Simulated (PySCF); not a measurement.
**Which determinant of BS lies lowest?**

Unrestricted PBE0; PySCF, no relativity, basis sets B def2-SVP, S def2-SVP. Outer shells of the fragments: B 2s2 2p1; S 3s2 3p4.

Followed along the bond (rough minima from three points):

| 2Ms+1 | unpaired | ⟨S²⟩ at the start | R at minimum (Å) | Te (eV) |
| --- | --- | --- | --- | --- |
| 2 | σ ↑ | 0.78 | 1.62 | 0.00 |
| 2 | π ↑ | 0.75 | 1.83 | 2.14 |
| 4 | σ ↑, π ↑↑ | 3.76 | 1.81 | 3.65 |

Solutions found at the starting distance of 1.800 Å, counted from the lowest of them; the search is not exhaustive and high or unbound solutions are not listed, so other states can lie among these:

```
2Ms+1   unpaired   term  E (eV)  ⟨S²⟩  ⟨Lz²⟩  μ (D)
    2        σ ↑    ²Σ⁺    0.00  0.78   0.00  -1.32
    2        π ↑     ²Π    1.58  0.75   1.01   2.07
    4  σ ↑, π ↑↑  mixed    3.09  3.76   2.01   0.46
    4  σ ↑, π ↑↑  mixed    3.52  3.75   2.00   0.20
    2  σ ↑, π ↑↓  mixed    3.69  1.76   2.01   0.08
    4  σ ↑↑, π ↑     ⁴Π    6.29  3.77   1.00   0.53
    4      π ↑↑↑     ⁴Π    6.72  3.77   1.00   5.61
```

A term symbol is given only where ⟨S²⟩ and ⟨Lz²⟩ are close to those of a pure state; real π, δ and φ orbitals otherwise mix terms. A positive dipole means B(−)S(+).

**Question.** Compare the gap between the two lowest followed solutions at the starting distance with the gap between their minima.

**Answer.** At PBE0 the second solution (doublet, unpaired electrons π ↑) lies +1.58 eV from the first (doublet, unpaired electrons σ ↑) at 1.800 Å and +2.14 eV at the minima; the two curves relax by different amounts, since their minima lie near 1.83 and 1.62 Å.

Counting both spins, an empty level lies below a filled one in some of these solutions, because spin and occupation are held.
